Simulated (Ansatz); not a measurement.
Ansatz (a program for electronic structure) input:

Ansatz 0.2 input:
```yaml
crystal:
  periodic: [false, false, false]
  atoms:
    - {symbol: C, position_ang: [0.71684694, 1.96389716, -0.00472017]}
    - {symbol: C, position_ang: [0.71798946, 0.66478660, 0.00888163]}
    - {symbol: C, position_ang: [-0.47253303, -0.19283941, 0.01346658]}
    - {symbol: C, position_ang: [-0.40897652, -1.51673631, 0.01857014]}
    - {symbol: H, position_ang: [0.01198140, 2.76282875, -0.01511977]}
    - {symbol: H, position_ang: [1.65679893, 0.11939138, 0.01621399]}
    - {symbol: H, position_ang: [-1.42403889, 0.32058617, 0.01144565]}
    - {symbol: H, position_ang: [0.53246601, -2.04170570, 0.01991447]}
    - {symbol: H, position_ang: [-1.29688596, -2.12637755, 0.02104251]}
basis:
  gaussian:
    orbitals: def2-TZVP
hamiltonian:
  xc: b3lyp
  dispersion: d3bj
magnetization: {spin_polarized: true, initial_magnetization: 1}
relax: {f_tol: 0.002, max_steps: 150}
```

Q: What final total energy does it print?

A: -155.37830 Eh (B3LYP-D3(BJ)/def2-TZVP). The basis has 154 functions.

It need not be the lowest isomer of its formula.
